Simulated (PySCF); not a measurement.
Species: [BH4]- (charge -1).
Z-matrix (Å and degrees, PBE0-D3(BJ)/def2-SVP geometry), rows numbered from 1:
```
B 
H   1  1.2523
H   1  1.2523  2  109.47
H   1  1.2523  2  109.47  3  -119.99
H   1  1.2522  2  109.47  3   120.00
```

Method: PBE0-D3(BJ)/def2-SVP geometry optimisation, gas phase in PySCF.

Masses are those of the commonest isotopes; rigid-rotor values at the optimised geometry. 

(1) What are A, B and C (MHz)?

(2) Classify the top.

## Answers

(1) Ia = 4.21, Ib = 4.21, Ic = 4.21 u·Å²; 505379 MHz·u·Å²/I gives A = 119919, B = 119918, C = 119914 MHz.

(2) A spherical top, as the point group Td requires three equal moments; the computed ones differ by 0.00 % because the geometry is symmetric only within the optimiser's tolerance.

The point group Td allows no dipole (computed: 0.00 D (about the centre of mass, as the species is charged)), so a rigid rotor has no electric-dipole lines.

Problem. Estimate the classical rotational partition function at 50 K, 100 K and 200 K.

Solution. Point group Td, symmetry number σ = 12; q = (√π/σ)·√((kT/h)³/(ABC)), k/h = 20836.6 MHz/K: 3.8 at 50 K, 10.7 at 100 K, 30.3 at 200 K.

Stationary, but not proved a minimum. These are rigid-rotor constants of the computed structure; measured ground-state constants (B0) also hold zero-point vibration.

The run took 1.6 s of wall time on one thread of an x86-64 server, no GPU (shared host). That covers the optimisation of the geometry.
